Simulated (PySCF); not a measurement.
# How methods differ on the ionisation energy of O

O [He] 2s2 2p4 (3P) → O+ [He] 2s2 2p3 (4S), as a difference of total energies. Calculation: PySCF 2.14, in aug-cc-pVDZ; no relativity, point nucleus. Correlated levels: valence: 1s2 frozen. The calculations carry no spin-orbit coupling.

```
           method  ionisation energy (eV)
              UHF                  12.057
            M06-L                  13.874
              PBE                  14.049
    MP2 (valence)                  13.095
SCS-MP2 (valence)                  13.115
   CCSD (valence)                  13.120
CCSD(T) (valence)                  13.148
```

Errors of the correlated levels include the incompleteness of this basis and the frozen core.

Question: Which method comes closest to the reference value, and which is furthest?

Answer: The reference is 13.608 eV (measured; NIST levels, between the centres of gravity of the two terms). Closest: M06-L (error 0.266 eV); furthest: UHF (error -1.551 eV).
